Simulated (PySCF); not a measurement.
Molecule: SMILES C/C=C/F, C3H5F.

Geometry (Å), atoms numbered from 1 in this order:
```xyz
9

C    -1.071   -0.094    0.445
C     0.239    0.479    0.017
C     1.195   -0.224   -0.581
F     2.357    0.313   -0.949
H    -1.149   -1.164    0.199
H    -1.220    0.014    1.532
H    -1.913    0.425   -0.043
H     0.435    1.540    0.204
H     1.127   -1.290   -0.825
```

Geometry PBE0-D3(BJ)/def2-SVP throughout; GIAO in PySCF 2.14, gas phase, one conformer, non-relativistic; equivalent atoms averaged; basis pcSseg-2.

Task: How do the shifts δ (against TMS, CFCl3 at the same level) depend on the functional? (ppm; last column core-seconds on shared hosts with different chips, so compare them loosely; the GGAs took longer than the global hybrids here, which isn't the general rule, and the cause wasn't traced)

Result: 
```csv
functional,kind,C3,C2,C1,F4,H9,H8,H5/H6/H7,core-s
HF,Hartree–Fock,157.1,116.5,12.1,-112.2,6.62,5.67,1.62,6.5
LDA,LDA,166.8,118.5,11.8,-140.7,6.84,5.60,1.62,16
PBE,GGA,161.6,113.9,13.3,-135.7,6.80,5.49,1.64,20
BLYP,GGA,161.9,114.6,13.7,-138.1,6.83,5.47,1.68,20
BP86,GGA,161.0,113.6,13.5,-136.8,6.78,5.46,1.63,20
OPBE,GGA,156.1,109.6,14.1,-125.8,6.74,5.45,1.62,20
KT2,GGA,153.7,106.5,12.8,-149.1,6.79,5.38,1.63,20
KT3,GGA,152.1,105.8,13.8,-139.6,6.76,5.36,1.65,20
B97-D,GGA,156.8,110.8,14.1,-133.4,6.76,5.42,1.66,19
B3LYP,global hybrid,162.4,116.7,13.2,-130.9,6.76,5.54,1.65,10
PBE0,global hybrid,161.9,116.0,12.9,-126.6,6.71,5.56,1.61,14
mPW1PW91,global hybrid,162.0,116.3,13.2,-125.8,6.69,5.54,1.61,14
WP04,global hybrid,162.0,117.5,15.1,-126.6,6.47,5.29,1.62,16
B97-2,global hybrid,158.9,113.7,13.5,-125.7,6.69,5.49,1.62,16
BHandHLYP,global hybrid,161.7,118.1,12.6,-123.5,6.69,5.61,1.64,14
CAM-B3LYP,range-separated hybrid,165.1,119.2,12.2,-126.1,6.79,5.63,1.62,20
wB97X-D,range-separated hybrid,163.0,117.5,12.8,-122.7,6.70,5.56,1.58,19
LC-wPBE,range-separated hybrid,167.9,120.9,12.1,-113.1,6.74,5.65,1.54,32
```

Task: Which nucleus moves most, in ppm?

Result: F4 (vinylic fluorine): from -149.1 ppm with KT2 to -112.2 ppm with HF. The smallest spread is 0.14 ppm, at H5/H6/H7. Proton shifts span only some 12 ppm, so a few tenths of a ppm matter as much there as several ppm in carbon.
